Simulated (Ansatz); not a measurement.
The input, for Ansatz 0.2.0:

```yaml
crystal:
  periodic: [false, false, false]
  atoms:
    - {symbol: Ge, position_ang: [0.000000, 0.000000, 0.000000]}
    - {symbol: H, position_ang: [0.000000, 0.000000, 1.946000]}
basis:
  gaussian: {orbitals: cc-pVQZ}
magnetization: {spin_polarized: false, initial_magnetization: 1}
correlation: {method: ccsdt_q, electrons: outside_noble_gas}
```

```sh
$ ansatz run in.yaml --threads 2 --pin off --events-out ev --progress --plain --max-ram 24576MiB --backend cuda --devices 0, --max-vram 18GiB
```

(1) Roughly how long does this take on 2 threads of AMD EPYC 7R13 with a shared H100 80 GB, shared host, and how much host memory?

```
1076 factors; integrals over basis functions are off by at most 2.2e-7 eV
mean field evaluation 1: about -56487.9820 eV, gradient 6.9e0 eV
mean field evaluation 2: about -56487.9823 eV, gradient 6.9e0 eV
mean field evaluation 4: about -56488.4179 eV, gradient 1.2e0 eV
mean field evaluation 8: about -56488.4226 eV, gradient 8.7e-4 eV
mean field evaluation 16: about -56487.9259 eV, gradient 5.5e0 eV
mean field evaluation 32: about -56488.4226 eV, gradient 5.3e-2 eV
mean field evaluation 64: about -56485.4159 eV, gradient 2.2e-4 eV
mean field evaluation 96: about -56485.4159 eV, gradient 3.1e-3 eV
mean field -56488.42256981 eV, -2075.9112402125 hartree, gradient 2.9e-6 eV, S^2 0.750000; 3 other end points of the search recorded, 0 dependent functions left out
mean field evaluation 128: about -56488.5343 eV, gradient 4.4e-1 eV
determinant -56488.42256981 eV, -2075.9112402125 hartree, with singles and doubles -56491.46184093 eV, -2076.0229313661 hartree
determinant -56485.41588707 eV, -2075.8007466599 hartree, with singles and doubles -56488.29774118 eV, -2075.9066528450 hartree
14 core orbitals not correlated: weight in the atoms' cores, before any rotation towards them, 1.000 or more for the frozen orbitals, at most 0.000 for the correlated occupied ones
reference -56488.42256981 eV, -2075.9112402125 hartree; 3, 2 occupied and 81, 82 virtual orbitals, 1076 factors
second order -2.28766131 eV of doubles, -0.06161729 eV of singles
cycle   1  -2.71125110 eV  change   -3.6e-1 eV  update   6.6e-2
cycle   2  -3.01217613 eV  change   -3.0e-1 eV  update   3.2e-2
cycle   3  -3.02195636 eV  change   -9.8e-3 eV  update   1.0e-2
cycle   4  -3.02494372 eV  change   -3.0e-3 eV  update   4.8e-3
cycle   5  -3.02722769 eV  change   -2.3e-3 eV  update   1.6e-3
cycle   6  -3.02608080 eV  change    1.1e-3 eV  update   1.0e-3
cycle   7  -3.02606963 eV  change    1.1e-5 eV  update   5.5e-4
cycle   8  -3.02671077 eV  change   -6.4e-4 eV  update   2.5e-4
cycle   9  -3.02664188 eV  change    6.9e-5 eV  update   1.0e-4
cycle  10  -3.02657678 eV  change    6.5e-5 eV  update   4.4e-5
cycle  11  -3.02658249 eV  change   -5.7e-6 eV  update   1.9e-5
cycle  12  -3.02660154 eV  change   -1.9e-5 eV  update   8.3e-6
cycle  13  -3.02660312 eV  change   -1.6e-6 eV  update   2.8e-6
cycle  14  -3.02660016 eV  change    3.0e-6 eV  update   1.1e-6
cycle  15  -3.02659955 eV  change    6.1e-7 eV  update   3.6e-7
perturbative correction -0.00275381 eV, -0.0001012006 hartree
Total energy: -56491.45192317 eV, -2076.0225668949 hartree
```

## Answers

(1) 12 s wall and 0.86 GiB.
